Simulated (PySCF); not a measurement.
# ClFO₂S: magnetic properties

An exercise on one series of results from a longer session: the logs are not shown, and one member is left open.

Computed with PySCF 2.14.0 and routines of our own; the level stands in each step. Atoms count from 0.

### The system as given

5 atoms, charge 0, multiplicity 1; geometry from: GFN2-xTB.

The first run:

Job settings and geometry (Å):

```
{"job": {"xc": "PBE0", "basis": "def2-SVP", "d3": "d3bj", "grid": 1, "kind": "geom"}, "charge": 0, "multiplicity": 1}
O     -0.517618    -0.951405    -1.075041
S     -0.147070    -0.154788     0.027216
O     -0.576603    -0.420557     1.343154
F     -0.596663     1.368768    -0.317671
Cl     1.846576     0.160835     0.005157
```

Run with:

```
$ OMP_NUM_THREADS=1 python excited_run.py task.json out
```

The driver reads the jobs from task.json and runs them one after another.

Among the steps run: Optimising the geometry at PBE0-D3(BJ)/def2-SVP; Magnetic properties: GIAO B3LYP/pcSseg-0; Magnetic properties: GIAO B3LYP/6-311+G(2d,p); Magnetic properties: GIAO B3LYP/aug-cc-pVDZ; Magnetic properties: GIAO B3LYP/pcseg-1; Magnetic properties: GIAO B3LYP/3-21G.

One table of the session follows, with a row left open; its other results are not shown here.

| level | gap (eV) |
| --- | --- |
| GIAO B3LYP/pcSseg-0 | 6.46 |
| GIAO B3LYP/6-311+G(2d,p) | 6.80 |
| GIAO B3LYP/aug-cc-pVDZ | 6.78 |
| GIAO B3LYP/pcseg-1 | 6.88 |
| GIAO B3LYP/3-21G | ? |

Q: Estimate the row for GIAO B3LYP/3-21G from the others.

As computed: gap (eV): 6.36. In the column «gap (eV)» it is the lowest.

Caveats from the session: No frequency check was run at this level, so the end point may be a saddle. Vibrational averaging and real surroundings are missing from these values.
